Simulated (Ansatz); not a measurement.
InAs (zinc blende): values from a third-order Birch-Murnaghan fit to a volume scan beside measured ones. Computed values: PBEsol (plane waves to 420 eV, PAW, scalar-relativistic; Ansatz, a quantum-chemistry and plane-wave program). At this level the bands of InAs touch or barely overlap; measurements give the solid a gap. InAs was relaxed with its symmetry unable to fall.

```
quantity                reference                                       kind  PBEsol  difference
----------------------  ---------  -----------------------------------------  ------  ----------
Lattice constant a (Å)      6.047  measured, corrected to the static lattice   6.087      +0.7 %
Bulk modulus B₀ (GPa)        58.6  measured, corrected to the static lattice    55.5      -5.3 %
```

PBEsol overestimates the lattice constant a by 0.7 %. PBEsol underestimates the bulk modulus B₀ by 5.3 %.

References as given in: Daniel Mejia-Rodriguez, S. B. Trickey, Physical Review B (2018), arXiv:1807.09216.

(A scan under strain: stresses follow from slopes of the energy per volume, elastic moduli from its curvatures.)
